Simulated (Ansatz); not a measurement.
## singlet S₂O: levels of theory in one basis

```yaml
atoms:
  - { symbol: S, position_ang: [0.0000, 0.4325, -1.6278] }
  - { symbol: S, position_ang: [0.0000, -0.6283, 0.1327] }
  - { symbol: O, position_ang: [0.0000, 0.1958, 1.4951] }
```

Basis set: def2-SVP (spherical functions). Correlated methods keep 11 orbitals frozen. Charge 0, multiplicity 1.

Computed with Ansatz (development build ahead of 0.2.0); each method stands on the lowest determinant of its kind that the runs found.

```tsv
method	E − E(RHF) (eV)	<S²> of the determinant
RHF	0.00	–
UHF	-1.41	0.93
UHF-MP2	-12.15	0.93
RHF-CCSD(T)	-14.35	–
UHF-CCSD(T)	-14.13	0.93
RHF-CCSDT(Q)	-14.52	–
UHF-CCSDT(Q)	-14.56	0.93
```

Problem. What does RHF-MP2 give on the same scale?

Solution. -13.50 eV.

Caution for RHF, RHF-MP2, RHF-CCSD(T), RHF-CCSDT(Q): an unrestricted determinant lies well below. Caution for UHF, UHF-MP2, UHF-CCSD(T), UHF-CCSDT(Q): the unrestricted determinant is a mixture of spin states. Caution for UHF-MP2, UHF-CCSD(T), UHF-CCSDT(Q): a plain start can end on a higher determinant. Caution for UHF-CCSD(T): the program doubts this total; another reference gives a lower total.
